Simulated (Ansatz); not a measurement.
# N2H (doublet): the correlation ladder at a displaced geometry (v2), cc-pVDZ

Aim: climb from Hartree-Fock through coupled cluster and multireference methods for N2H (doublet) at one geometry and basis, and see what each rung misses.

Program: Ansatz 0.2.0, Gaussian basis. Level of theory: cc-pVDZ, correlated electrons: outside noble gas. These are calculated values, not measurements.

Plan: UHF; CCSD(T) on ROHF; CCSD(T) on UHF; BCCD(T) on ROHF; CISD; CCSDT(Q) on ROHF; CCSDT(Q) on UHF; CASSCF and MRCISD+Q, 11 electrons in 9 orbitals; CASSCF and NEVPT2, 11 electrons in 9 orbitals.

## 1. The geometry

The geometry is a PBE0/def2-TZVP stationary point (not a proven minimum) with its atoms shifted at random (size 0.100 Å).

3 atoms, charge 0, spin multiplicity 2.

Atoms are counted from 1 here; the program's logs count them from 0.

Bond lengths: N1–N2 1.167 Å, N1–H3 1.043 Å. Angles: N2–N1–H3 116.8°.

In the tables R marks a restricted open-shell determinant and U an unrestricted one; 'valence' is the active space of 11 electrons in 9 orbitals; correlation energies count from the lowest restricted Hartree-Fock solution.

## 2. UHF

in.yaml reads:

```yaml
crystal:
  periodic: [false, false, false]
  atoms:
    - {symbol: N, position_ang: [0.082639, -0.132427, 0.524921]}
    - {symbol: N, position_ang: [-0.082235, 0.083584, -0.609503]}
    - {symbol: H, position_ang: [-0.005615, 0.678730, 1.175379]}
basis:
  gaussian: {orbitals: cc-pVDZ}
magnetization: {spin_polarized: true, initial_magnetization: 1}
hamiltonian: {xc: hf}
output: {orbitals: {seedname: orbitals}}
```

Started as:

```
ansatz run in.yaml --threads 1 --pin off --events-out ev --progress --plain --max-ram 2393MiB
```

Further steps of the session: CCSD(T) on ROHF; CCSD(T) on UHF; BCCD(T) on ROHF; CISD; CCSDT(Q) on ROHF; CCSDT(Q) on UHF; CASSCF and MRCISD+Q, 11 electrons in 9 orbitals; CASSCF and NEVPT2, 11 electrons in 9 orbitals.

Q: Predict the results of all the runs planned. Wanted: correlation energy, UCCSDT(Q); RMP2 from UCCSDT(Q); UMP2 from UCCSDT(Q); RCCSD from UCCSDT(Q); RCCSD(T) from UCCSDT(Q); UCCSD(T) from UCCSDT(Q); RCCSDT(Q) from UCCSDT(Q); NEVPT2 valence from UCCSDT(Q); MRCISD+Q valence from UCCSDT(Q).

As calculated:

| quantity | value |
| --- | --- |
| correlation energy, UCCSDT(Q) | -9.0735 eV |
| RMP2 from UCCSDT(Q) | +18.11 kcal/mol |
| UMP2 from UCCSDT(Q) | +23.87 kcal/mol |
| RCCSD from UCCSDT(Q) | +8.15 kcal/mol |
| RCCSD(T) from UCCSDT(Q) | +1.08 kcal/mol |
| UCCSD(T) from UCCSDT(Q) | +1.27 kcal/mol |
| RCCSDT(Q) from UCCSDT(Q) | +0.03 kcal/mol |
| NEVPT2 valence from UCCSDT(Q) | +22.44 kcal/mol |
| MRCISD+Q valence from UCCSDT(Q) | +0.46 kcal/mol |
| levels within 1 kcal/mol (43 meV) | RCCSDT, UCCSDT, RCCSDT(Q), MRCISD+Q valence |
| T1 diagnostic | 0.029 |
| effectively unpaired electrons | 1.05 |

**Reading.** RCCSD(T) lands +1.08 kcal/mol from the yardstick (0.5 % of the correlation energy). One determinant dominates. Of the multireference levels listed MRCISD+Q valence comes nearest (+0.46 kcal/mol). These misses are within one basis and frozen core, not against nature; frozen cores of the runs differ by up to some meV.
